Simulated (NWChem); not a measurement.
System: methane (CH₄); SMILES C

Program: NWChem. All runs use the structure optimised with PBE0/def2-SVP. Level: PBE0/def2-SVP with SMD (1 M gas to 1 M solution), gas-phase geometry.

**Question.** Estimate the computed values for solvent n-hexane. Quantities: solvation free energy (kcal/mol); cavity-dispersion-structure term (kcal/mol).

**Answer.** 
| Item | Value |
|---|---|
| solvation free energy (kcal/mol) | 0.1 |
| cavity-dispersion-structure term (kcal/mol) | 0.3 |
